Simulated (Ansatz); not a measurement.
H₂ + `[SiH3]`• → H• + SiH₄  (hydrogen abstraction from the H–H bond)

Gas-phase electronic energies from Ansatz, PBE0-D4/def2-TZVP geometries. CBS: def2 TZ/QZ extrapolation, frozen cores. DFT in def2-TZVPP. HSE06 is defined as in plane-wave codes. Open shells (•) are unrestricted, without spin–orbit coupling.

```csv
level,ΔE (kcal/mol),difference from CCSD(T)/CBS
PBE-D4,13.5,0.7
B97M-V,12.5,-0.3
BHLYP-D4,12.9,0.1
CAM-B3LYP-D4,13.1,0.3
ωB97M-V,11.4,-1.4
HSE06,12.6,-0.2
SCS-MP2/def2-QZVPP,11.3,-1.5
HF/cc-pV(D+d)Z,6.1,-6.7
MP2/cc-pV(D+d)Z,8.9,-3.9
CCSD/cc-pV(T+d)Z,13.4,0.6
CCSD(T)/CBS,12.8,0
```

Largest T1 diagnostic among the species: 0.015.

Leaving LDA and LC-ωPBE aside and taking each functional with its dispersion term where it has one, the values, not all of them listed here, spread over 5.0 kcal/mol, from ωB97X-V to BLYP-D4. LDA lies −1.2 kcal/mol from PBE without D4. At CCSD(T), def2-SVP lies −1.6 kcal/mol from the extrapolated value and def2-TZVPP +0.2 kcal/mol.
